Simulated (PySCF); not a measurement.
Gas-phase reaction: CH₄ + C₃H₆ (cyclic) → 2 C₂H₅

Method: PySCF energies (xtb for GFN2) plus ideal-gas RRHO corrections (1 bar). Table values come from the NASA 1993 polynomials. S°(298 K) at PBE0/def2-TZVP differs from the NASA 1993 table for C₂H₅ (+9 J/mol/K); whether the harmonic model or the table's entry is off was not settled. † marks an energy on the PBE0/def2-TZVP geometry and frequencies; other levels use their own. 6-31G* has spherical d functions here. Open shells (unrestricted): C₂H₅ (multiplicity 2); the rest are closed-shell singlets. GFN2 has no spin-polarisation term. B3LYP is the form with VWN-RPA correlation. The harmonic model lacks anharmonicity and excited electronic states, which grow with temperature; levels with a mode under 35 cm⁻¹ are left out. Internal rotation in C₂H₅ is treated as a harmonic vibration of one conformer, which makes the entropy rough. The table's entry may be an old estimate for C₂H₅ (not checked at source).

ΔH° and ΔS° at 298 K: table 259 kJ, 70 J/K; B3LYP/6-31G* 242 kJ, 88 J/K; BLYP/def2-TZVP† 235 kJ, 90 J/K; GFN2-xTB 383 kJ, 96 J/K; M06-2X/def2-TZVP† 271 kJ, 90 J/K.

With the heat capacities included, give log10 K at 600, 1000, 1400, 1800, 2500 K for each.


```json
[
 {"T (K)": "600", "table": "-18.8", "B3LYP/6-31G*": "-16.3", "BLYP/def2-TZVP†": "-15.6", "GFN2-xTB": "-28.1", "M06-2X/def2-TZVP†": "-18.8"},
 {"T (K)": "1000", "table": "-9.7", "B3LYP/6-31G*": "-7.6", "BLYP/def2-TZVP†": "-7.2", "GFN2-xTB": "-14.5", "M06-2X/def2-TZVP†": "-9.1"},
 {"T (K)": "1400", "table": "-5.9", "B3LYP/6-31G*": "-3.9", "BLYP/def2-TZVP†": "-3.6", "GFN2-xTB": "-8.7", "M06-2X/def2-TZVP†": "-4.9"},
 {"T (K)": "1800", "table": "-3.8", "B3LYP/6-31G*": "-1.8", "BLYP/def2-TZVP†": "-1.5", "GFN2-xTB": "-5.4", "M06-2X/def2-TZVP†": "-2.6"},
 {"T (K)": "2500", "table": "-1.8", "B3LYP/6-31G*": "0.2", "BLYP/def2-TZVP†": "0.4", "GFN2-xTB": "-2.2", "M06-2X/def2-TZVP†": "-0.3"}
]
```
Ten kJ in ΔG° is worth 0.87 decades in K at 600 K and 0.21 at 2500 K. Holding ΔH° and ΔS° at their 298 K values would give -1.7 (table), -0.4 (B3LYP/6-31G*), -0.2 (BLYP/def2-TZVP†) at 2500 K.
